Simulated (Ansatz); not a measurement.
Results of BLYP in Ansatz (PAW) for wurtzite MgTe.

Run with plane-wave cutoff 520 eV, 12×12×6 k mesh (along the axes of the cell as run), Fermi–Dirac smearing 0.01 eV, scalar-relativistic PAW data made under PBE.

Equation-of-state points:

```json
[
 {"V (Å³/atom)": "34.305", "E − E_lowest (meV/atom)": "5.88", "P (GPa)": "1.372"},
 {"V (Å³/atom)": "35.019", "E − E_lowest (meV/atom)": "1.41", "P (GPa)": "0.648"},
 {"V (Å³/atom)": "35.734", "E − E_lowest (meV/atom)": "0.00", "P (GPa)": "-0.005"},
 {"V (Å³/atom)": "36.449", "E − E_lowest (meV/atom)": "1.35", "P (GPa)": "-0.592"},
 {"V (Å³/atom)": "37.163", "E − E_lowest (meV/atom)": "5.20", "P (GPa)": "-1.121"}
]
```

**Question.** What bulk modulus B0 and pressure derivative B′ does a third-order Birch–Murnaghan fit give?

**Answer.** V0 = 35.729 Å³/atom, B0 = 31.0 GPa, B′ = 4.2 (fit to the energies at full precision).

Shape and atoms are relaxed at each volume.

Note: the bulk modulus comes from volumes at which shape and atoms were relaxed.

Spin–orbit coupling is not included.

The computed numbers hold no vibrational or temperature effects.

Ansatz is an electronic-structure program.
